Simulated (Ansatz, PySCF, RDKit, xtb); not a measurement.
# BSiHF+: a search for the lowest isomer, part 2 of 2

Task: start from the formula BSiHF+ (charge +1), draw up candidate structures, narrow them down in stages, and characterise the one that lies lowest at 298.15 K.

xtb, Ansatz and PySCF; isolated molecules. The steps go on from the part before.

## Step 13: Frequencies after a tight-binding relaxation (GFN2-xTB)

start.xyz

```xyz
4
c751a
B     -0.621747    -0.953077    -1.899829
F     -0.374462    -1.998085    -2.504249
Si    -1.009544     0.722898    -0.644723
H     -1.225326     1.411376    -1.981751
```

Started as:

```bash
$ xtb start.xyz --gfn 2 --ohess tight --chrg 1
```

What it wrote, shortened:

```text
* xtb version 6.7.1
[...]
          :  # basis functions                  19          :
[...]
          :  # electrons                        14          :
[...]
          :  Hamiltonian                  GFN2-xTB          :
[...]
          :  net charge                          1          :
          :  unpaired electrons                  0          :
[...]
   *** convergence criteria satisfied after 14 iterations ***
[...]
   *** GEOMETRY OPTIMIZATION CONVERGED AFTER 14 ITERATIONS ***
[...]
   *** convergence criteria satisfied after 3 iterations ***
[...]
         ::                     SUMMARY                     ::
         :::::::::::::::::::::::::::::::::::::::::::::::::::::
         :: total energy              -7.693200001687 Eh    ::
         :: gradient norm              0.000218403053 Eh/a0 ::
         :: HOMO-LUMO gap              0.957590555695 eV    ::
         ::.................................................::
         :: SCC energy                -7.742931714682 Eh    ::
         :: -> isotropic ES            0.138779976596 Eh    ::
         :: -> anisotropic ES         -0.007663135614 Eh    ::
         :: -> anisotropic XC         -0.010964649602 Eh    ::
         :: -> dispersion             -0.001200943262 Eh    ::
         :: repulsion energy           0.049731712995 Eh    ::
         :: add. restraining           0.000000000000 Eh    ::
         :: total charge               1.000000000000 e     ::
         :::::::::::::::::::::::::::::::::::::::::::::::::::::
[...]
         7        2.0000           -0.5935658             -16.1517 (HOMO)
         8                         -0.5583750             -15.1942 (LUMO)
[...]
     #   Z          covCN         q      C6AA      α(0)
     1   5 B        1.671     0.342    34.675    12.409
     2   9 F        0.723    -0.028     9.607     3.660
     3  14 Si       1.867     0.568   176.465    28.231
     4   1 H        0.918     0.118     1.633     1.998
[...]
molecular dipole:
                 x           y           z       tot (Debye)
 q only:       -1.724       0.432      -2.977
   full:       -1.714       0.405      -2.881       8.582
molecular quadrupole (traceless):
[...]
          | TOTAL ENERGY               -7.693200001664 Eh   |
          | TOTAL ENTHALPY             -7.675725892280 Eh   |
          | TOTAL FREE ENERGY          -7.706696087976 Eh   |
          | GRADIENT NORM               0.000217778134 Eh/α |
[...]
```

Wall time 0.39 s (1 thread of AMD EPYC (Zen 3), shared host).

## Step 14: Electronic excitations (TD-PBE0/def2-SVPD)

An in-house driver calls PySCF's response routines at TD-PBE0/def2-SVPD; it has no typed input.

What it wrote:

```text
coarse grid: 4416 points
cycle   1  E = -413.8880048413  dE =  4.353e-01  |g| = 4.043e-01  |ddm| = 2.515e+00
cycle   2  E = -413.8482735818  dE =  3.973e-02  |g| = 6.818e-01  |ddm| = 1.141e+00
cycle   3  E = -413.9347715247  dE = -8.650e-02  |g| = 7.141e-02  |ddm| = 5.275e-01
cycle   4  E = -413.9358679028  dE = -1.096e-03  |g| = 1.130e-02  |ddm| = 1.397e-01
cycle   5  E = -413.9359180682  dE = -5.017e-05  |g| = 5.164e-03  |ddm| = 4.026e-02
cycle   6  E = -413.9359309702  dE = -1.290e-05  |g| = 6.880e-04  |ddm| = 1.434e-02
cycle   7  E = -413.9359311779  dE = -2.077e-07  |g| = 1.254e-04  |ddm| = 2.200e-03
final grid: 40112 points
cycle   8  E = -413.9910495633  dE = -2.451e-05  |g| = 2.621e-03  |ddm| = 2.450e-02
cycle   9  E = -413.9910481454  dE =  1.418e-06  |g| = 4.120e-03  |ddm| = 4.346e-03
cycle  10  E = -413.9910509546  dE = -2.809e-06  |g| = 1.748e-04  |ddm| = 2.727e-03
cycle  11  E = -413.9910509611  dE = -6.540e-09  |g| = 6.194e-05  |ddm| = 2.764e-04
cycle  12  E = -413.9910509619  dE = -7.972e-10  |g| = 2.236e-05  |ddm| = 1.483e-04
converged SCF energy = -413.9910509619

Static polarisability (au): isotropic 39.433, principal 29.745 35.334 53.220

Singlet excitations
state   eV       nm        f      main configurations
  1   2.2695    546.3   0.00417   H->L 1.00
  2   4.4266    280.1   0.00013   H-1->L 0.99
  3   5.3544    231.6   0.12881   H->L+1 0.91
  4   5.6528    219.3   0.03326   H->L+2 0.97
  5   6.6674    186.0   0.10960   H->L+3 0.91
  6   7.0587    175.6   0.00547   H-1->L+1 0.83, H->L+4 0.14
  7   7.8029    158.9   0.04932   H-1->L+2 0.95
  8   8.4375    146.9   0.32938   H->L+4 0.72, H->L+5 0.11

Triplet excitations (Tamm-Dancoff, eV): 1.1851 3.3737 3.7114
```

Wall time 8.1 s (1 thread of AMD EPYC (Zen 3), shared host).

The roots found:

```
excited state  energy (eV)  strength
            1        2.269    0.0042
            2        4.427    0.0001
            3        5.354    0.1288
            4        5.653    0.0333
            5        6.667    0.1096
            6        7.059    0.0055
            7        7.803    0.0493
            8        8.438    0.3294
```

## Step 15: NMR shieldings (GIAO PBE0/pcSseg-1)

An in-house driver calls PySCF's response routines at GIAO PBE0/pcSseg-1; it has no typed input.

What it wrote:

```text
coarse grid: 4416 points
cycle   1  E = -414.0786830040  dE =  4.471e-01  |g| = 4.306e-01  |ddm| = 1.817e+00
cycle   2  E = -414.0300552926  dE =  4.863e-02  |g| = 7.500e-01  |ddm| = 8.766e-01
cycle   3  E = -414.1256480376  dE = -9.559e-02  |g| = 7.603e-02  |ddm| = 3.541e-01
cycle   4  E = -414.1267507203  dE = -1.103e-03  |g| = 9.895e-03  |ddm| = 9.353e-02
cycle   5  E = -414.1267811530  dE = -3.043e-05  |g| = 4.501e-03  |ddm| = 2.905e-02
cycle   6  E = -414.1267898302  dE = -8.677e-06  |g| = 8.968e-04  |ddm| = 1.000e-02
final grid: 40112 points
cycle   7  E = -414.1507561620  dE = -3.074e-05  |g| = 2.744e-03  |ddm| = 1.156e-02
cycle   8  E = -414.1507552141  dE =  9.479e-07  |g| = 3.920e-03  |ddm| = 3.760e-03
cycle   9  E = -414.1507574878  dE = -2.274e-06  |g| = 4.167e-04  |ddm| = 1.759e-03
cycle  10  E = -414.1507575101  dE = -2.231e-08  |g| = 1.201e-04  |ddm| = 4.435e-04
cycle  11  E = -414.1507575128  dE = -2.709e-09  |g| = 2.452e-05  |ddm| = 1.892e-04
cycle  12  E = -414.1507575131  dE = -2.605e-10  |g| = 5.858e-06  |ddm| = 6.298e-05
converged SCF energy = -414.1507575131

GIAO shielding tensors (ppm)
atom      isotropic    diamagn.    paramagn.     s11        s22        s33       span
  0 B       55.410     203.728    -148.318    -20.299     56.010    130.518    150.817
  1 F       90.155     463.314    -373.158    -49.863     32.786    287.542    337.405
  2 Si    -231.119     870.497   -1101.616  -1398.629    139.428    565.844   1964.473
  3 H       18.357      24.432      -6.075      7.663     23.213     24.195     16.532
```

Run time: 6 s. Hardware: 1 thread of AMD EPYC (Zen 3), shared host.

Isotropic shieldings (absolute, not shifts):

```
atoms  shielding (ppm)
   B1             55.4
   F2             90.2
  Si3           -231.1
   H4            18.36
```

## Step 16: One electron fewer at the same geometry (PBE0/def2-TZVPD)

input.yaml

```yaml
crystal:
  periodic: [false, false, false]
  atoms:
    - {symbol: B, position_ang: [-0.621747, -0.953077, -1.899829]}
    - {symbol: F, position_ang: [-0.374462, -1.998085, -2.504249]}
    - {symbol: Si, position_ang: [-1.009544, 0.722898, -0.644723]}
    - {symbol: H, position_ang: [-1.225326, 1.411376, -1.981751]}
basis:
  gaussian:
    orbitals: def2-TZVPD
total_charge: 2
magnetization:
  spin_polarized: true
  initial_magnetization: 1
hamiltonian:
  xc: pbe0
```

Started as:

```bash
$ ansatz run input.yaml --threads 1 --pin off --max-ram 2610MiB --events-out events.jsonl --progress --plain --runs-dir runs
```

What it wrote:

```text
Warning: RAYON_NUM_THREADS=1 ignored (pool sized by the plan → 1); use --threads N
[... 2 set-up lines as earlier in the session ...]
  parameter a = 0.25
  parameter kappa = 0.804
  parameter beta = 0.06672455060314922
  exchange = (1 - a)*pbe_x(kappa = kappa, mu = beta*pi^2/3) + a*exact_x
  correlation = pbe_c(beta = beta)
709 factors; their error is unknown
mean field evaluation 1: about -11228.1896 eV, gradient 8.7e1 eV
mean field evaluation 2: about -10810.7513 eV, gradient 1.8e2 eV
mean field evaluation 4: about -11253.7644 eV, gradient 2.0e1 eV
mean field evaluation 8: about -11255.6878 eV, gradient 2.8e-1 eV
mean field evaluation 16: about -11255.7047 eV, gradient 1.9e-3 eV
mean field -11255.70466573 eV, -413.6395170750 hartree, gradient 5.6e-5 eV, S^2 0.755979; 0 other end points of the search recorded, 0 dependent functions left out
reference -11255.70469373 eV, -413.6395181038 hartree; 14, 13 occupied and 115, 116 virtual orbitals, 709 factors
Total energy: -11255.70469373 eV, -413.6395181038 hartree
```

Run time: 10 s. Hardware: 1 thread of AMD EPYC (Zen 3), shared host.

Difference from the parent: 16.27 eV.

## Step 17: One electron more at the same geometry (PBE0/def2-TZVPD)

Changes to input.yaml since step 16:

```diff
@@ -8,9 +8,5 @@
 basis:
-  gaussian:
-    orbitals: def2-TZVPD
-total_charge: 2
-magnetization:
-  spin_polarized: true
-  initial_magnetization: 1
-hamiltonian:
-  xc: pbe0
+  gaussian: {orbitals: def2-TZVPD}
+magnetization: {spin_polarized: true, initial_magnetization: 1}
+hamiltonian: {xc: pbe0}
+scf: {lower_state_search: "off"}
```

Started as:

```bash
$ ansatz run input.yaml --threads 1 --pin off --max-ram 2610MiB --events-out events.jsonl --progress --plain --runs-dir runs
```

What it wrote, shortened:

```text
Warning: RAYON_NUM_THREADS=1 ignored (pool sized by the plan → 1); use --threads N
[... 2 set-up lines as earlier in the session ...]
[...]
709 factors; their error is unknown
[...]
mean field -11279.87924942 eV, -414.5279166395 hartree, gradient 7.2e-6 eV, S^2 0.756333; 0 other end points of the search recorded, 0 dependent functions left out
reference -11279.87928139 eV, -414.5279178143 hartree; 15, 14 occupied and 114, 115 virtual orbitals, 709 factors
Total energy: -11279.87928139 eV, -414.5279178143 hartree
Checks for a lower state left out: stability, starts, cluster_reference, orbital_swaps, neighbouring_geometries, increment
```

Wall time 6.3 s (1 thread of AMD EPYC (Zen 3), shared host).

Parent less the species with the added electron: 7.90 eV.

## Step 18: The triplet at the same geometry (PBE0/def2-TZVPD)

Changes to input.yaml since step 17:

```diff
@@ -8,5 +8,9 @@
 basis:
-  gaussian: {orbitals: def2-TZVPD}
-magnetization: {spin_polarized: true, initial_magnetization: 1}
-hamiltonian: {xc: pbe0}
-scf: {lower_state_search: "off"}
+  gaussian:
+    orbitals: def2-TZVPD
+magnetization:
+  spin_polarized: true
+  initial_magnetization: 2
+hamiltonian:
+  xc: pbe0
+total_charge: 1
```

Started as:

```bash
$ ansatz run input.yaml --threads 1 --pin off --max-ram 2610MiB --events-out events.jsonl --progress --plain --runs-dir runs
```

What it wrote, shortened:

```text
Warning: RAYON_NUM_THREADS=1 ignored (pool sized by the plan → 1); use --threads N
[... 7 set-up lines as earlier in the session ...]
709 factors; their error is unknown
mean field evaluation 1: about -11258.4393 eV, gradient 5.7e1 eV
mean field evaluation 2: about -11121.2886 eV, gradient 1.6e2 eV
mean field evaluation 4: about -11270.5547 eV, gradient 5.7e0 eV
mean field evaluation 8: about -11270.7207 eV, gradient 8.7e-2 eV
mean field evaluation 16: about -11270.7367 eV, gradient 5.6e-4 eV
mean field -11270.73670102 eV, -414.1919341828 hartree, gradient 4.9e-5 eV, S^2 2.005527; 0 other end points of the search recorded, 0 dependent functions left out
reference -11270.73673231 eV, -414.1919353326 hartree; 15, 13 occupied and 114, 116 virtual orbitals, 709 factors
Total energy: -11270.73673231 eV, -414.1919353326 hartree
```

Wall time 9 s (1 thread of AMD EPYC (Zen 3), shared host).

It lies 1.24 eV above the singlet.

## Step 19: Stability of the closed-shell solution (PBE0/def2-SVP)

run.py

```python
from pyscf import gto, dft

mol = gto.Mole()
mol.atom = [
    ('B', (-0.621747, -0.953077, -1.899829)),
    ('F', (-0.374462, -1.998085, -2.504249)),
    ('Si', (-1.009544, 0.722898, -0.644723)),
    ('H', (-1.225326, 1.411376, -1.981751)),
]
mol.verbose = 3
mol.basis = 'def2-svp'
mol.charge = 1
mol.max_memory = 1860
mol.build()

mf = dft.RKS(mol, xc='pbe0')
mf = mf.density_fit(auxbasis='def2-universal-jkfit')
mf.grids.level = 3
mf.max_cycle = 100
mf.kernel()
if not mf.converged:
    mf = mf.newton().run(mf.mo_coeff, mf.mo_occ)

e_tot = mf.e_tot
print('E = %.10f Eh' % e_tot)
mo_i, mo_e, stable_i, stable_e = mf.stability(internal=True, external=True, return_status=True)
print('stable: internal', stable_i, 'external', stable_e)
```

Started as:

```bash
$ OMP_NUM_THREADS=1 python run.py
```

What it wrote:

```text
converged SCF energy = -413.984661571945
E = -413.9846615719 Eh
<class 'pyscf.df.df_jk.DFRKS'> wavefunction is stable in the internal stability analysis
<class 'pyscf.df.df_jk.DFRKS'> wavefunction is stable in the real -> complex stability analysis
<class 'pyscf.df.df_jk.DFRKS'> wavefunction is stable in the RHF/RKS -> UHF/UKS stability analysis
stable: internal True external True
```

Wall time 24 s (1 thread of AMD EPYC (Zen 3), shared host).

## Step 20: Summary of results

What follows sums up all 2 parts.

```
                                                     quantity                                                                  value
                                       lowest structure found                                             [F][B][SiH] ‡, singlet, Cs
                                                next finalist                       [F][BH][Si] ‡, singlet, 8.4 kcal/mol higher in G
                    share at equilibrium, among the finalists                                                                100.0 %
                                                       funnel  9 starts, 5 minima at GFN2-xTB, 7 screening runs, 4 relaxed, 3 ranked
                                         CPU time of all runs                                                                 14 min
harmonic wavenumbers, lowest and highest (B3LYP-D4/def2-TZVP)                                                      205 and 2063 cm⁻¹
                          rotational constants, same geometry                                              7.408, 0.1251, 0.123 cm⁻¹
                                HOMO energy (PBE0/def2-TZVPD)                                                              -13.83 eV
                                LUMO energy (PBE0/def2-TZVPD)                                                              -10.02 eV
                              HOMO–LUMO gap (PBE0/def2-TZVPD)                                                                3.81 eV
                        lowest excitation (TD-PBE0/def2-SVPD)                                                    2.27 eV (f = 0.004)
                 strongest of the states computed, same level                                                    8.44 eV (f = 0.329)
          lowest triplet excitation, same level, Tamm-Dancoff                                                                1.19 eV
                                   vertical ionisation energy                                                               16.27 eV
               vertical recombination energy (electron added)                                                                7.90 eV
                                vertical triplet less singlet                                                               +1.24 eV
```

What this shows: `[F][B][SiH]` ‡ comes out lowest. Among the finalists first place is clear (8.4 kcal/mol); structures outside the list aren't covered. B3LYP-D4/def2-TZVP, HF/def2-TZVPP and MP2/def2-TZVPP already put its bonding pattern lowest among the structures in one piece; r2SCAN-D4/def2-SVP favours the singlet [F][BH][Si] ‡. The largest share of the time went into the vibrations (30 %). The search is not exhaustive (a finite list of starts, one conformer a finalist), so a lower isomer can't be ruled out.

‡ marks the bonded skeleton alone, with all bonds drawn single: no Lewis structure was assigned that passes a check against the bond lengths.
